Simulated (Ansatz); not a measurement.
**BCN (singlet): geometry optimisation**

Where does this start of BCN (singlet) end when it is relaxed?

Computed with Ansatz 0.2.0, Gaussian basis. Level: RKS PBE0/def2-TZVP.

### Step 1. Where the work starts

3 atoms, charge 0, spin multiplicity 1.

Atoms are counted from 1 here; the program's logs count them from 0.

Bond lengths: C1–B2 1.509 Å, C1–N3 1.294 Å, B2–N3 1.404 Å. Angles: B2–C1–N3 59.5°, C1–B2–N3 52.6°, C1–N3–B2 67.9°.

The start was built by rule and, where that kept it together, relaxed with GFN2-xTB. Sticks and bond lists go by distance. 

### Step 2. The run

The input, in.yaml:

```yaml
crystal:
  periodic: [false, false, false]
  atoms:
    - {symbol: C, position_ang: [-0.710692, -0.393138, -0.003545]}
    - {symbol: B, position_ang: [0.034199, 0.919318, 0.007682]}
    - {symbol: N, position_ang: [0.583019, -0.372456, -0.002889]}
basis:
  gaussian: {orbitals: def2-TZVP}
hamiltonian: {xc: pbe0}
relax: {f_tol: 0.004, max_steps: 80}
```

On the command line:

```bash
> ansatz run in.yaml --threads 1 --pin off --events-out ev --progress --plain --max-ram 2176MiB
```

What does the calculation give? Wanted: energy gained; shift from the start; total energy; dipole moment.

The runs gave:

```
                  quantity          value
                     steps             12
             energy gained       2.172 eV
shift from the start (rms)        0.687 Å
              total energy  -3196.1545 eV
             dipole moment         0.68 D
```

**Reading.** By distance, C1–B2 opened. C1–B2 went from 1.509 to 2.598 Å. No vibrations were run, so this is a stationary point, not a proven minimum, and this spin need not be the ground state's.
